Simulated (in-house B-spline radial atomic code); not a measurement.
# RPA and G0W0 on HSE06: Xe

Configuration [Kr] 4d10 5s2 5p6, mean-field start HSE06. Computed with an all-electron radial atomic-structure program (B-spline basis): all electrons, scalar-relativistic (spin-free one-electron X2C), finite nucleus, each spin shell either full or empty, empty states to l = 9 with an (l + 1/2)⁻⁴ tail; G0W0 by contour deformation at full frequency.

Spin-orbit coupling, left out, splits p levels strongly here.

Command:
```bash
python run_gw.py task.json out
```
Settings (radii: box in bohr, nucleus in fm):
```
Z                        54
electrons                54
configuration            [Kr] 4d10 5s2 5p6
hamiltonian              x2c
method                   hse06
lmax                     9
rms_radius               4.7859
spin_polarised           False
box_radius               40
intervals                72
```

Run time, properties included: 7.3 s on 1 thread of Arm Neoverse N1, with other jobs on the host.

Energies (hartree):

```
                                     term        value
                         mean-field total  -7446.12214
Hartree-Fock functional on these orbitals  -7443.55355
                      direct second order      -4.7567
                    second-order exchange       1.2942
                         SOSEX correction        1.205
```

(1) What is the RPA correlation energy, and what remains with SOSEX?

Quasi-particle levels (eV):

| level | occupied | mean field | Σx - vxc | Σc | QP weight | G0W0 |
| --- | --- | --- | --- | --- | --- | --- |
| 5p | yes | -9.099 | -3.14 | ? | ? | ? |

G0W0 = mean field + (Σx - vxc) + Σc, with Σc (partial-wave tail included) taken at the quasi-particle energy. Only the outer levels were computed. Levels of low weight are left out.

(2) Where does G0W0 put 5p?

Results:

(1) RPA gives -4.161 hartree (-2.1 eV per electron); RPA + SOSEX gives -2.956, and the second-order doubles -3.4625 hartree (no singles). SOSEX takes back 29 % of the RPA value.

(2) At -12.563 eV, with Σc = -0.32 eV and a quasi-particle weight of 0.880. The tabulated removal energy is 12.130 eV (NIST, measured); the calculation leaves out spin-orbit coupling, Breit and QED terms, and what these don't explain is the method's own error.
